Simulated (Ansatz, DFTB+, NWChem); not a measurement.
Computed against measured: dipole moment

10 molecules of light elements (H to F); the dipole moment in D, computed less measured. Shapes, held fixed at every level: PBE0-D4/def2-TZVP. No vibrational averaging. Dipoles are compared by magnitude; molecules under 1 D, whose direction can flip, are left out. Programs: Ansatz 0.2.0, DFTB+ 25.1, NWChem 7.3.0. Measured values: NIST CCCBDB.

Levels: A = DFTB1; B = B3LYP/6-31G* (Cartesian functions); C = PBE0/def2-SVP; D = B3LYP-D4/def2-TZVPP.

| molecule | measured | A | B | C | D |
| --- | --- | --- | --- | --- | --- |
| HCN (hydrogen cyanide) | 2.98 | +0.85 | -0.08 | -0.09 | +0.05 |
| H2O (water) | 1.85 | +0.28 | +0.22 | +0.15 | +0.09 |
| H2CO (formaldehyde) | 2.33 | +1.38 | -0.19 | -0.14 | -0.02 |
| C2H2O (ethenone) | 1.42 | -0.49 | -0.01 | -0.07 | +0.03 |
| CH3N (methanimine) | 2.00 | +0.20 | -0.05 | -0.07 | -0.01 |
| CH4O (methanol) | 1.70 | +0.49 | -0.03 | -0.03 | -0.06 |
| C2H5N (N-methylmethanimine) | 1.53 | +0.18 | -0.12 | -0.09 | -0.06 |
| C3H3NO (SMILES c1cocn1) | 1.50 | +1.10 | +0.05 | +0.05 | +0.06 |
| C2H7N (dimethylamine) | 1.03 | -0.16 | -0.04 | -0.07 | -0.10 |
| C4H5N (pyrrole) | 1.84 | +2.11 | +0.10 | +0.19 | +0.07 |

(1) Which level does best on this set, which worst, and which err to one side?

Results:

(1) 
| level | kind | mean error | mean absolute error | worst case |
| --- | --- | --- | --- | --- |
| DFTB1 | semi-empirical | +0.594 | 0.724 | C4H5N |
| B3LYP/6-31G* (Cartesian functions) | global hybrid | -0.015 | 0.089 | H2O |
| PBE0/def2-SVP | global hybrid | -0.017 | 0.095 | C4H5N |
| B3LYP-D4/def2-TZVPP | global hybrid | +0.005 | 0.055 | C2H7N |

On this set B3LYP-D4/def2-TZVPP has the smallest mean absolute error and DFTB1 the largest. DFTB1 is too high in 8 of 10; B3LYP/6-31G* (Cartesian functions) is too low in 7 of 10; PBE0/def2-SVP is too low in 7 of 10. The tabulated value of C4H5N is in doubt (older tables, estimates, or at odds with other calculations) and kept here. Over the 9 molecules whose values aren't doubted the mean absolute errors are A 0.570; B 0.088; C 0.084; D 0.053. The set is small.
